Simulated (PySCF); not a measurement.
Gas-phase reaction: Al2H6 + 6 C3H4 (allene) = 2 Al(CH3)3 + 2 C6H6

Energies from PySCF, thermal terms from the rigid-rotor harmonic-oscillator model, ideal gas at 1 bar. † marks an energy on the PBE0/def2-TZVP geometry and frequencies; other levels use their own. MP2 and CCSD(T) freeze the core. 6-31G* has spherical d functions here. All species are closed-shell singlets. B3LYP is the form with VWN-RPA correlation. Methyl groups turn as free rotors in Al(CH3)3. Al2H6: computed as isolated molecules; such fragments, hydroxides, amides, oligomers or adducts are transient or little studied in the gas. MP2 isn't extrapolated to the basis-set limit; its ΔH°(298 K) is -1322.7 kJ in def2-SVP and -1326.5 kJ in def2-TZVPP. CCSD(T) isn't extrapolated to the basis-set limit. The harmonic model lacks anharmonicity and excited electronic states, which grow with temperature; levels with a mode under 35 cm⁻¹ are left out.

| level | ΔE electronic, kJ | ΔH°(298 K), kJ | ΔS°(298 K), J/K | ΔG°(1000 K), kJ |
|---|---|---|---|---|
| B3LYP/6-31G* | -1234 | -1152 | -498 | -638 |
| BLYP/def2-TZVP† | -1071 | -990 | -497 | -478 |
| CCSD(T)/def2-SVP† | -1260 | -1179 | -497 | -667 |
| MP2/def2-SVP† | -1403 | -1323 | -497 | -810 |
| MP2/def2-TZVPP† | -1407 | -1326 | -497 | -814 |
| PBE/def2-TZVP† | -1230 | -1150 | -497 | -637 |
| PBE0/def2-TZVP | -1317 | -1237 | -497 | -724 |
| LDA/def2-TZVP† | -1405 | -1324 | -497 | -812 |
| ωB97M-V/def2-TZVP† | -1282 | -1202 | -497 | -689 |
ΔH° is lowest at MP2/def2-TZVPP† and highest at BLYP/def2-TZVP†. No reference value is set beside these.
